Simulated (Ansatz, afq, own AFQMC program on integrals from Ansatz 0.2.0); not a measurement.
AFQMC on a folder of integrals that Ansatz 0.2.0 wrote.

```yaml
crystal:
  periodic: [false, false, false]
  atoms:
    - {symbol: B, position_ang: [0.000000, 2.672927, -4.876734]}
    - {symbol: Al, position_ang: [0.000000, -0.884234, -0.279171]}
    - {symbol: Cl, position_ang: [0.000000, -0.142133, 1.699570]}
basis:
  gaussian: {orbitals: cc-pVDZ}
magnetization: {spin_polarized: true, initial_magnetization: 1}
correlation: {method: ccsd_t, electrons: outside_noble_gas, hamiltonian_folder: ham}
```

```sh
$ ansatz run in.yaml --threads 1 --pin off --events-out ev --progress --plain --max-ram 1382MiB
```

afq runs on the folder ham with

```
--method phaseless --trial hf --walkers 120 --populations 1 --least-time 40 --time-step 0.005 --steps-per-block 20 --equilibration-blocks 160 --max-blocks 600 --target-error 0.00258 --factor-cut 1e-05 --start spin_pure --seed 3385 --taylor-order 6
```

Times are imaginary, in 1/Eh. The walk had a cap of 1701 s.

```
orbitals 39  electrons 7 6  factors 251 of 509
reference energy -726.01449944 Eh
CCSD correlation -0.26096918 Eh in 22 cycles, weight of the determinant in the CISD state 0.8308
energy of the start -726.014581 Eh
 block  time / (1/Eh)  mean weight  energy / Eh
     1     0.100  0.9994  -726.060140
     2     0.200  1.0020  -726.095326
     3     0.300  1.0018  -726.130972
     4     0.400  1.0010  -726.153845
     5     0.500  1.0019  -726.162988
     7     0.700  1.0019  -726.198825
     9     0.900  0.9999  -726.213195
    15     1.500  1.0004  -726.231524
    43     4.300  0.9991  -726.294563
    71     7.100  1.0004  -726.280466
    99     9.900  1.0017  -726.259110
   127    12.700  0.9999  -726.301749
   155    15.500  0.9998  -726.265825
   183    18.300  0.9997  -726.270030
   211    21.100  0.9990  -726.256675
   239    23.900  1.0015  -726.242576
   267    26.700  0.9982  -726.280938
   295    29.500  1.0000  -726.246121
   323    32.300  1.0007  -726.272546
   351    35.100  1.0003  -726.255483
   379    37.900  0.9996  -726.262685
   407    40.700  0.9995  -726.268252
   435    43.500  0.9998  -726.286641
   463    46.300  1.0013  -726.273789
   491    49.100  0.9998  -726.262608
   505    50.500  1.0015  -726.313751
   519    51.900  0.9990  -726.287271
   547    54.700  1.0025  -726.302163
blocks merged  error / Eh  count
     1  0.000845  400
     2  0.001126  200
     4  0.001455  100
     8  0.001883  50
    16  0.002213  25
    32  0.002752  12
energy -726.274650 +/- 0.002213 Eh
(rows thinned)
```

(1) Estimate how long the walk took on 1 thread of Intel(R) Xeon(R) 6975P-C (Granite Rapids), on a shared host.

The run passed its tests (sampling time, drift between the halves within three errors, error under three times the target), which doesn't prove that it has relaxed. The second half of the sampling lies below the first by 1.5 errors of their difference, so the energy may still be moving and its error bar be too small.

Against this walk (error 60.2 meV) on the same determinant: CCSD(T) 168.2 meV lower, a separate phaseless walk with a CISD trial and standard settings 184.9 ± 63.9 meV lower. The error is statistical and leaves out the bias of the constraint. None of these is a sure reference here.

Cautions: constraint bias not in the error.

## Answers

(1) 3 min of wall time.

A walk keeps the symmetry of its determinant, which the program's search chose and which needn't be the lowest solution, so a lower state of the same spin and another symmetry isn't excluded.
